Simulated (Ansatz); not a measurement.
**Antifluorite Mg₂Ge: smallest direct gap on the k points sampled by level of theory**

No measured value is used here.

| level (code) | value (eV) | cell (Å³/atom) |
|---|---|---|
| LDA+SOC (Ansatz) | 0.83 | 21.69 |
| BLYP (Ansatz) | [?] | 21.69 |
| PBE+SOC (Ansatz) | [?] | 21.69 |
| PBEsol+SOC (Ansatz) | 0.92 | 21.69 |
| CAM-B3LYP (Ansatz) | [?] | 21.69 |
| HISS (Ansatz) | 2.02 | 21.69 |
| PBE0+SOC (Ansatz) | 2.20 | 21.69 |
| Hartree–Fock (Ansatz) | 6.50 | 22.72 |
| G0W0@PBEsol (Ansatz) | 1.57 | 21.69 |

Q: Some entries are withheld; supply them.

A: 
- BLYP (Ansatz, a first-principles code), value (eV): 1.12
- PBE+SOC (Ansatz), value (eV): 0.98
- CAM-B3LYP (Ansatz), value (eV): 3.97

At these levels the smallest gap is indirect and lower: LDA+SOC 0.08, BLYP 0.45, PBE+SOC 0.09, PBEsol+SOC 0.03, CAM-B3LYP 2.93, HISS 0.69, PBE0+SOC 1.04, Hartree–Fock 4.80, G0W0@PBEsol 0.58 eV. Computed values are for a static lattice. Levels without +SOC have no spin–orbit coupling; where heavier elements are present it shifts gaps, mostly down, and can invert bands.  G0W0@PBEsol: filled d or f shells below the valence bands can shift G0W0 gaps through exchange with them, which wasn't tested here. G0W0@PBEsol: a quasiparticle level at a band edge is in doubt. Values are at the measured cell; Hartree–Fock at the level's own relaxed cell. Cutoffs and k meshes differ between the levels. Ansatz's density-functional and Hartree–Fock values are scalar-relativistic unless marked +SOC, with PAW data made under PBE.
